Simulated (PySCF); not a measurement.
Gas-phase reaction: Si₂H₆ + 2 SiHF + F₂ = 4 SiH₂F

Computed with PySCF and rigid-rotor harmonic-oscillator thermochemistry at 1 bar. † marks an energy on the PBE0/def2-TZVP geometry and frequencies; other levels use their own. CCSD(T) freezes the core. Open shells (unrestricted): SiH₂F (multiplicity 2); the rest are closed-shell singlets. SiHF, SiH₂F: computed as isolated molecules; such fragments, hydroxides, amides, oligomers or adducts are transient or little studied in the gas. CCSD(T) isn't extrapolated to the basis-set limit; its ΔH°(298 K) is -433.4 kJ in def2-SVP and -482.1 kJ in def2-TZVPP. The harmonic model lacks anharmonicity and excited electronic states, which grow with temperature; levels with a mode under 35 cm⁻¹ are left out. Internal rotation in Si₂H₆ is treated as a harmonic vibration of one conformer, which makes the entropy rough.

| level | ΔE electronic, kJ | ΔH°(298 K), kJ | ΔS°(298 K), J/K | ΔG°(2500 K), kJ |
|---|---|---|---|---|
| CCSD(T)/def2-SVP† | -437 | -433 | 45 | -524 |
| HF/def2-TZVP† | -716 | -713 | 45 | -804 |
| PBE/def2-SVP | -431 | -428 | 45 | -518 |
| ωB97M-V/def2-TZVP† | -458 | -455 | 45 | -546 |
| ωB97X-V/def2-TZVP† | -485 | -482 | 45 | -572 |
ΔH° is lowest at HF/def2-TZVP† and highest at PBE/def2-SVP. No reference value is set beside these.
